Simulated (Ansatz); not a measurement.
```yaml
crystal:
  periodic: [false, false, false]
  atoms:
    - {symbol: N, position_ang: [0.000000, 0.000000, -1.295036]}
    - {symbol: B, position_ang: [0.000000, 0.000000, 0.000000]}
    - {symbol: N, position_ang: [0.000000, 0.000000, 1.295036]}
basis:
  gaussian: {orbitals: def2-TZVP}
magnetization: {spin_polarized: true, initial_magnetization: 3}
hamiltonian: {xc: pbe0}
relax: {f_tol: 0.004, max_steps: 80}
```

```sh
$ ansatz run in.yaml --threads 1 --pin off --events-out ev --progress --plain --max-ram 2176MiB
```

Steps of the relaxation (energy above the last step; positions in Å, forces in eV/Å):

```
3
step 1, 313.5 meV
N     0.000    0.000   -1.295    0.000    0.000   -4.466
B     0.000    0.000    0.000    0.000    0.000    0.000
N     0.000    0.000    1.295    0.000    0.000    4.466
```

```
3
step 2, 23.6 meV
N     0.000    0.000   -1.349    0.000    0.000   -1.103
B     0.000    0.000    0.000    0.000    0.000    0.000
N     0.000    0.000    1.349    0.000    0.000    1.103
```

```
3
step 3, 0.4 meV
N     0.000    0.000   -1.368    0.000    0.000   -0.136
B     0.000    0.000    0.000    0.000    0.000    0.000
N     0.000    0.000    1.368    0.000    0.000    0.136
```

```
3
step 4, 0.0 meV
N     0.000    0.000   -1.371    0.000    0.000    0.002
B     0.000    0.000    0.000    0.000    0.000    0.000
N     0.000    0.000    1.371    0.000    0.000   -0.002
```

Close pairs at the end: B2–N3 1.371 Å, N1–B2 1.371 Å.

A stationary point of unrestricted PBE0 after 4 steps, with ⟨S²⟩ = 3.804 against 3.75 for a pure state; no frequencies were run, so it isn't proven a minimum. 11 s on 1 thread of Arm Neoverse V1, shared host.
